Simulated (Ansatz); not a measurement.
`[SiH3]OP`. Charge 0, multiplicity 1.

```xyz
8

Si   -0.947    0.824    0.340
O     0.416   -0.106    0.343
P     0.893   -1.234   -0.754
H    -0.766    2.004   -0.544
H    -1.158    1.271    1.736
H    -2.111    0.032   -0.135
H     1.530   -2.131    0.149
H     2.141   -0.659   -1.135
```

**Question.** Give the diagnostics of a CCSD(T)/def2-TZVPP run (frozen core, Ansatz). (Best estimate.)

**Answer.** Ansatz gave: T1 = 0.0124, largest single amplitude 0.015, largest double 0.031, (T) share of the correlation energy 3.4 %, 9 CCSD cycles. The RHF solution is stable towards an unrestricted one. T1 lies under the customary mark of 0.02 for closed shells.
